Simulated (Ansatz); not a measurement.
C$_{3}$H$_{6}$F$_{2}$O (`CCOC(F)F`). The species carries charge 0 and has multiplicity 1. The structure was optimised at the PBE0-D4/def2-TZVP level. It is one conformer, not always the lowest.

```xyz
12

C     0.995    1.097   -1.025
C     0.540   -0.097   -0.230
O    -0.787    0.156    0.226
C    -1.271   -0.781    1.065
F    -2.428   -0.326    1.558
F    -1.540   -1.941    0.406
H     0.339    1.260   -1.882
H     2.010    0.933   -1.394
H     0.991    1.998   -0.410
H     1.193   -0.265    0.636
H     0.547   -1.005   -0.842
H    -0.590   -1.027    1.892
```

Question: What is the dipole moment at PBE/def2-TZVPP? (Best estimate.)

Answer: Computed: 2.78 D, with components (2.76, 0.30, -0.11) D in this frame, pointing from negative to positive charge.

Question: And with r2SCAN, B3LYP, ωB97M-V? (An estimate is asked.)

Answer: Computed: r2SCAN 2.88 D, B3LYP 2.96 D, ωB97M-V 2.95 D.

Question: Give the Mulliken charges with PBE, r2SCAN, B3LYP in def2-TZVPP. (Estimate.)

Answer: Ansatz gave: 
```
atom    PBE  r2SCAN  B3LYP
  C1  -0.24   -0.12  -0.23
  C2  -0.01    0.09   0.02
  O3  -0.19   -0.27  -0.26
  C4   0.29    0.42   0.39
  F5  -0.15   -0.19  -0.19
  F6  -0.17   -0.21  -0.21
  H7   0.09    0.05   0.09
  H8   0.08    0.04   0.08
  H9   0.09    0.05   0.09
 H10   0.07    0.04   0.07
 H11   0.10    0.06   0.10
 H12   0.04    0.03   0.06
```

B3LYP here is the variant with VWN-RPA as its local correlation; programs differ in this.
